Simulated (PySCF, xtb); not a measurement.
Homolysis of single bonds, series B F-Br. Gas-phase values, no solvent. Strings in code marks are SMILES. Quantity: homolytic bond dissociation enthalpy at 298 K (no spin–orbit term). Enthalpy corrections at 298 K come from GFN2-xTB frequencies (xtb). Level 1: PBE-D3(BJ)/def2-TZVP // PBE0-D4/def2-TZVP (PySCF). Level 2: PBE0-D4/def2-TZVP (PySCF).

```tsv
case	level 1 (kcal/mol)	level 2 (kcal/mol)
Br–B bond of `BrB(Br)Br`, giving `Br[B]Br` and `[Br]`	102.6	101.6
B–Br bond of `FB(Br)Br`, giving `F[B]Br` and `[Br]`	104.4	103.6
B–Br bond of `FB(F)Br`, giving `F[B]F` and `[Br]`	106.4	withheld
F–B bond of `FB(Br)Br`, giving `Br[B]Br` and `[F]`	164.1	159.8
F–B bond of `FB(F)Br`, giving `F[B]Br` and `[F]`	167.2	163.5
F–B bond of `FB(F)F`, giving `F[B]F` and `[F]`	169.6	166.4
```

**Question.** Fit level 2 = a + b·x to the 5 complete rows by least squares, with x = level 1 in kcal/mol. Give a, b and the rms residual, and predict the withheld value.

**Answer.** Means of the 5 rows: x̄ = 141.58, ȳ = 138.98 kcal/mol. Σ(x − x̄)² = 4850.4 and Σ(x − x̄)(y − ȳ) = 4637.9, so b = 0.956 and a = ȳ − b·x̄ = 3.63 kcal/mol. The rms residual is 0.43 kcal/mol. At x = 106.4 the line gives 105.3 kcal/mol. The run for B–Br bond of `FB(F)Br`, giving `F[B]F` and `[Br]` gave 105.8 kcal/mol, so the line is off by 0.5 kcal/mol, within twice the rms residual.

Codes: PySCF, xtb.
